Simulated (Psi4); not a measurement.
**revPBE/6-31G(d) (spherical functions) run of C3H4F2 (SMILES F/C=C\CF)**

Aim: the vertical singlet–triplet gap of C3H4F2 at revPBE/6-31G* (spherical functions), from 2 runs. 

Program for the calculation: Psi4 1.11.

**1. Starting point**

C3H4F2 has 9 atoms, charge 0, and is taken as a singlet. As SMILES, `F/C=C\CF`. The coordinates come from a PBE0-D4/def2-TZVP relaxation. This is one conformer, not always the lowest.

Bond lengths: F1–C2 1.336 Å, C2–C3 1.320 Å, C3–C4 1.485 Å, C4–F5 1.387 Å, C2–H6 1.084 Å, C3–H7 1.084 Å, C4–H8 1.095 Å, C4–H9 1.091 Å. Some angles: F1–C2–C3 122.6°, C2–C3–C4 124.9°, C3–C4–F5 109.9°, F1–C2–H6 112.2°, C3–C2–H6 125.2°, C2–C3–H7 117.2°, C4–C3–H7 117.9°, C3–C4–H8 111.0°, C3–C4–H9 111.5°, F5–C4–H8 107.0°.

**2. Energy and gradient at revPBE/6-31G(d) (spherical functions)**

File c3h4f2.in:

```
memory 2.2 GB

molecule molecule1 {
  0 1
  F
  C 1 R2
  C 2 R3 1 A3
  C 3 R4 2 A4 1 D4
  F 4 R5 3 A5 2 D5
  H 2 R6 3 A6 4 D6
  H 3 R7 2 A7 6 D7
  H 4 R8 5 A8 3 D8
  H 4 R9 8 A9 5 D9

  R2 = 1.336236
  R3 = 1.320348
  A3 = 122.6449
  R4 = 1.484622
  A4 = 124.87974
  D4 = -0.08389
  R5 = 1.387442
  A5 = 109.85592
  D5 = -124.72774
  R6 = 1.083636
  A6 = 125.19573
  D6 = -179.58305
  R7 = 1.083967
  A7 = 117.17873
  D7 = 0.30447
  R8 = 1.094892
  A8 = 106.9992
  D8 = 120.60351
  R9 = 1.091431
  A9 = 109.11501
  D9 = -116.85365
  symmetry c1
}

set globals {
  reference rks
  puream true
  e_convergence 1e-09
  d_convergence 1e-08
  scf_type pk
  dft_radial_points 99
  dft_spherical_points 590
}

result, w = gradient('revpbe/6-31G*', return_wfn=True)
oeprop(w, 'QUADRUPOLE', 'MAYER_INDICES', 'MULLIKEN_CHARGES', title='REVPBE')
```

The run is started by

```bash
$ psi4 -i c3h4f2.in -o c3h4f2.out -n 1
```

c3h4f2.out:

```text
[...]
  Running in c1 symmetry.
[...]
  Nuclear repulsion =  168.442565641322005
[...]
  Multiplicity = 1
[...]
  Nalpha       = 20
  Nbeta        = 20
[...]
    Number of basis functions: 78
[...]
   @RKS iter   1:  -316.01355370688691   -1.68725e-01   8.57893e-03 DIIS/ADIIS
[...]
   @RKS iter  12:  -316.25329014260001   -1.65414e-11   8.10670e-09 DIIS
[...]
    Orbital Energies [Eh]
    ---------------------
    Doubly Occupied:
       1A    -24.295551     2A    -24.245111     3A     -9.984024
       4A     -9.970032     5A     -9.905234     6A     -1.126107
       7A     -1.070287     8A     -0.723243     9A     -0.622636
      10A     -0.528908    11A     -0.475677    12A     -0.448935
      13A     -0.424852    14A     -0.403277    15A     -0.394046
      16A     -0.365062    17A     -0.319598    18A     -0.273373
      19A     -0.269984    20A     -0.223574
[...]
  @RKS Final Energy:  -316.25329014260001
   => Energetics <=
    Nuclear Repulsion Energy =            168.4425656413220054
    One-Electron Energy =                -769.4334835134440027
    Two-Electron Energy =                 323.3655414270247093
    DFT Exchange-Correlation Energy =     -38.6279136975026347
    Empirical Dispersion Energy =           0.0000000000000000
    VV10 Nonlocal Energy =                  0.0000000000000000
    Total Energy =                       -316.2532901426000080
[...]
  -Total Gradient:
     Atom            X                  Y                   Z
    ------   -----------------  -----------------  -----------------
       1       -0.000265322620    -0.001675387013     0.020235040393
       2        0.000284128168    -0.014144396986    -0.000010088240
       3       -0.001476577454     0.010697457028    -0.011796342354
       4       -0.001923128875     0.000849240936     0.001508817168
       5        0.013255942231     0.009414529037    -0.006429731402
       6        0.000060995616    -0.008117727707    -0.003452475303
       7       -0.000056800981     0.000285675179    -0.007847794225
       8       -0.008481385205     0.003621489781    -0.000876739026
       9       -0.001382063029    -0.000934143238     0.008652704153
[...]
 Multipole Moments:
 ------------------------------------------------------------------------------------
     Multipole            Electronic (a.u.)      Nuclear  (a.u.)        Total (a.u.)
 ------------------------------------------------------------------------------------
 L = 1.  Multiply by 2.5417464519 to convert [e a0] to [Debye]
 Dipole X            :         -1.7995741            2.2604607            0.4608866
 Dipole Y            :         -0.0527579            0.4833088            0.4305508
 Dipole Z            :         -2.0579656            2.2445068            0.1865412
 Magnitude           :                                                    0.6577143
 L = 2.  Multiply by 1.3450342976 to convert [e a0^2] to [Debye ang]
 Quadrupole XX       :        -54.6463495           33.1978382          -21.4485112
 Quadrupole XY       :        -58.9738371           57.5201435           -1.4536936
[...]
  Mulliken Charges: (a.u.)
   Center  Symbol    Alpha    Beta     Spin     Total
       1     F     4.62744  4.62744  0.00000 -0.25489
       2     C     2.91985  2.91985  0.00000  0.16029
       3     C     3.10591  3.10591  0.00000 -0.21181
       4     C     2.99389  2.99389  0.00000  0.01223
       5     F     4.65709  4.65709  0.00000 -0.31418
       6     H     0.42671  0.42671  0.00000  0.14657
       7     H     0.41900  0.41900  0.00000  0.16199
       8     H     0.42710  0.42710  0.00000  0.14579
       9     H     0.42300  0.42300  0.00000  0.15400
   Total alpha = 20.00000, Total beta = 20.00000, Total charge =  0.00000
[...]
```

It took 16 s on 1 thread of Intel Xeon 6975P-C (Granite Rapids), shared host; peak memory 1.3 GiB.

**3. The triplet: a single-point energy at U-revPBE/6-31G(d) (spherical functions)**

File job.py:

```python
import psi4

psi4.set_memory('2200 MB')
psi4.set_num_threads(1)
psi4.core.set_output_file('run.log', False)

molecule = psi4.geometry("""
0 3
F     -3.34727188     1.31562733    -1.44412870
C     -1.43014473    -0.15835905    -2.17091737
C      0.51003708    -0.67160866    -0.68842723
C      0.83053463     0.29328549     1.92638681
F      3.13052030     1.53332378     2.14238251
H     -1.67977755    -0.86681737    -4.07595028
H      1.96985051    -1.89218277    -1.44677432
H      0.84999881    -1.25988041     3.29322572
H     -0.66631743     1.61911734     2.43188855
units au
symmetry c1
no_reorient
no_com
""")

options = {'reference': 'uks', 'puream': True, 'e_convergence': 1e-09, 'd_convergence': 1e-08, 'scf_type': 'pk', 'dft_radial_points': 99, 'dft_spherical_points': 590, 'maxiter': 100}
psi4.set_options(options)

result, w = psi4.energy('revpbe/6-31G*', return_wfn=True)
psi4.oeprop(w, 'WIBERG_LOWDIN_INDICES', 'MULLIKEN_CHARGES', 'MAYER_INDICES')
print(f'total energy {result:.8f} hartree = {result * 27.211386:.5f} eV')
for k, v in sorted(psi4.core.scalar_variables().items()):
    print(f'{k:45s} {v:18.10f}')
```

The run is started by

```bash
$ python job.py
```

run.log, shortened:

```text
[...]
  Running in c1 symmetry.
[...]
  Nuclear repulsion =  168.442552202306160
[...]
  Multiplicity = 3
[...]
  Nalpha       = 21
  Nbeta        = 19
[...]
    Number of basis functions: 78
[...]
   @UKS iter   1:  -315.79543570679164    4.93927e-02   9.18978e-03 ADIIS/DIIS
[...]
   @UKS iter  14:  -316.08716655358381   -3.18323e-12   9.22581e-09 DIIS
[...]
   @S^2 Observed:                2.005714889E+00
[...]
  @UKS Final Energy:  -316.08716655358381
   => Energetics <=
    Nuclear Repulsion Energy =            168.4425522023061603
    One-Electron Energy =                -769.1762970929755738
    Two-Electron Energy =                 323.3241661623445680
    DFT Exchange-Correlation Energy =     -38.6775878252589607
    Empirical Dispersion Energy =           0.0000000000000000
    VV10 Nonlocal Energy =                  0.0000000000000000
    Total Energy =                       -316.0871665535838133
[...]
 Multipole Moments:
 ------------------------------------------------------------------------------------
     Multipole            Electronic (a.u.)      Nuclear  (a.u.)        Total (a.u.)
 ------------------------------------------------------------------------------------
 L = 1.  Multiply by 2.5417464519 to convert [e a0] to [Debye]
 Dipole X            :          1.7769370           -2.0144480           -0.2375110
 Dipole Y            :        -20.5490703           20.0207035           -0.5283668
 Dipole Z            :         -1.1028559            0.8889272           -0.2139287
 Magnitude           :                                                    0.6175342
[...]
  Mulliken Charges: (a.u.)
   Center  Symbol    Alpha    Beta     Spin     Total
       1     F     4.67858  4.54798  0.13060 -0.22657
       2     C     3.40131  2.48888  0.91243  0.10981
       3     C     3.58247  2.59126  0.99121 -0.17373
       4     C     2.99828  3.01412 -0.01584 -0.01240
       5     F     4.67665  4.62872  0.04793 -0.30536
       6     H     0.40222  0.46110 -0.05888  0.13668
       7     H     0.38856  0.44092 -0.05236  0.17051
       8     H     0.44717  0.40614  0.04103  0.14670
       9     H     0.42477  0.42087  0.00389  0.15436
   Total alpha = 21.00000, Total beta = 19.00000, Total charge =  0.00000
[...]
```

Standard output:

```text
total energy -316.08716655 hartree = -8601.16990 eV
CURRENT ENERGY                                   -316.0871665536
CURRENT REFERENCE ENERGY                         -316.0871665536
DD SOLVATION ENERGY                                 0.0000000000
DFT FUNCTIONAL TOTAL ENERGY                      -316.0871665536
DFT TOTAL ENERGY                                 -316.0871665536
DFT VV10 ENERGY                                     0.0000000000
DFT XC ENERGY                                     -38.6775878253
GRID ELECTRONS ALPHA                               21.0000001811
GRID ELECTRONS BETA                                19.0000001576
GRID ELECTRONS TOTAL                               40.0000003387
NUCLEAR REPULSION ENERGY                          168.4425522023
ONE-ELECTRON ENERGY                              -769.1762970930
PCM POLARIZATION ENERGY                             0.0000000000
PE ENERGY                                           0.0000000000
SCF ITERATION ENERGY                             -316.0871665536
SCF ITERATIONS                                     14.0000000000
SCF TOTAL ENERGY                                 -316.0871665536
TWO-ELECTRON ENERGY                               323.3241661623
XC GRID RADIAL POINTS                              99.0000000000
XC GRID SPHERICAL POINTS                          590.0000000000
XC GRID TOTAL POINTS                           494917.0000000000
```

It took 20 s on 1 thread of Intel Xeon 6975P-C (Granite Rapids), shared host; peak memory 1.3 GiB.

**4. What came out**

Level: revPBE/6-31G* (spherical functions).

| quantity | value |
| --- | --- |
| singlet: total energy | -316.25329 Eh |
| singlet: dipole moment | 1.67 D |
| singlet: HOMO energy | -6.08 eV |
| singlet: LUMO energy | -0.51 eV |
| singlet: HOMO–LUMO gap | 5.58 eV |
| singlet: largest force on an atom | 1.044 eV/Å |
| triplet: total energy | -316.08717 Eh |
| triplet: dipole moment | 1.57 D |
| triplet: HOMO energy (highest over α and β) | -1.60 eV |
| triplet: ⟨S²⟩ | 2.006 |
| vertical energy of the triplet above the singlet | 4.520 eV |

What this shows: At this shape the triplet lies 4.52 eV (104 kcal/mol) above the singlet. The largest force (singlet) is 1.04 eV/Å: the shape isn't a stationary point for this species at this level. Mulliken charges (singlet) run from -0.31 on F5 to +0.16 on H7.
